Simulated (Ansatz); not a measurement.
# BH₄ (doublet): from Hartree-Fock to the top rungs, cc-pVDZ

The task here is to estimate one member of a computed series from the others.

Program: Ansatz 0.2.0, Gaussian basis. Level of theory: cc-pVDZ, core rule «outside noble gas», up to 1 orbitals frozen. These are calculated values, not measurements.

The runs, in order: UHF; CCSD(T) on ROHF; CCSD(T) on UHF; BCCD(T) on ROHF; CISD; CCSDT(Q) on ROHF; CCSDT(Q) on UHF; CASSCF and MRCISD+Q, 7 electrons in 8 orbitals; CASSCF and NEVPT2, 7 electrons in 8 orbitals.

22 further runs of the same task are left out: 9 that didn't finish, 13 set aside as unsound or not needed.

## The system

The geometry is a PBE0/def2-TZVP stationary point (not a proven minimum).

5 atoms, charge 0, spin multiplicity 2.

Atoms are counted from 1 here; the program's logs count them from 0.

Bond lengths: B1–H2 1.220 Å, B1–H3 1.220 Å, B1–H4 1.220 Å, B1–H5 1.220 Å. Angles: H2–B1–H3 96.8°, H2–B1–H4 96.8°, H2–B1–H5 139.9°, H3–B1–H4 139.9°, H3–B1–H5 96.8°, H4–B1–H5 96.8°.

The first run:

in.yaml reads:

```yaml
crystal:
  periodic: [false, false, false]
  atoms:
    - {symbol: B, position_ang: [0.000000, 0.000000, 0.000000]}
    - {symbol: H, position_ang: [0.414685, 0.812495, 0.810653]}
    - {symbol: H, position_ang: [-0.424327, -0.807694, 0.810461]}
    - {symbol: H, position_ang: [-0.412812, 0.808646, -0.815443]}
    - {symbol: H, position_ang: [0.422454, -0.813448, -0.805671]}
basis:
  gaussian: {orbitals: cc-pVDZ}
magnetization: {spin_polarized: true, initial_magnetization: 1}
hamiltonian: {xc: hf}
output: {orbitals: {seedname: orbitals}}
```

The run is started by

```console
$ ansatz run in.yaml --threads 1 --pin off --events-out ev --progress --plain --max-ram 2393MiB
```

Steps of the session up to this table: UHF; CCSD(T) on ROHF; CCSD(T) on UHF; BCCD(T) on ROHF; CISD; CCSDT(Q) on ROHF; CCSDT(Q) on UHF; CASSCF and MRCISD+Q, 7 electrons in 8 orbitals; CASSCF and NEVPT2, 7 electrons in 8 orbitals.

One table of the session follows, with a row left open; its other results are not shown here.

| method | from UCCSDT(Q) (kcal/mol) |
| --- | --- |
| ROHF | +96.15 |
| UHF | +92.79 |
| RMP2 | ? |
| UMP2 | +20.25 |
| CISD | +6.13 |
| RCCSD | +2.51 |
| UCCSD | +2.47 |
| RCCSD(T) | +0.49 |
| UCCSD(T) | +0.51 |
| BCCD(T) | +0.51 |
| RCCSDT | +0.07 |
| UCCSDT | +0.07 |
| RCCSDT(Q) | 0.00 |
| UCCSDT(Q) | 0 |
| CASSCF valence | +55.95 |
| NEVPT2 valence | +14.50 |
| MRCISD valence | +2.42 |
| MRCISD+Q valence | +0.19 |

Q: Estimate the row for RMP2 from the others.

As computed: from UCCSDT(Q) (kcal/mol): +19.51. In the column «from UCCSDT(Q) (kcal/mol)» it lies between NEVPT2 valence (+14.50) and UMP2 (+20.25).

Among the levels timed on like hardware and quicker than the yardstick, those that no quicker one beats, quickest first: CISD (0.93 s, +6.13 kcal/mol); RCCSD(T) (1 s, +0.49 kcal/mol); MRCISD+Q valence (4.3 s, +0.19 kcal/mol).

With the free atoms at the same levels and basis (separate runs), the atomisation energy is 11.731 eV at UCCSDT(Q), 11.720 eV at RCCSD(T), 11.719 eV at UCCSD(T), 9.281 eV at ROHF.

To keep in mind: Of the multireference levels listed MRCISD+Q valence comes nearest in total energy (+0.19 kcal/mol), which doesn't show that its space is the better one. Restricted and unrestricted rows rest on different reference determinants; where their highest levels disagree by more than a few hundredths of an eV, they describe different states and don't form one ladder.
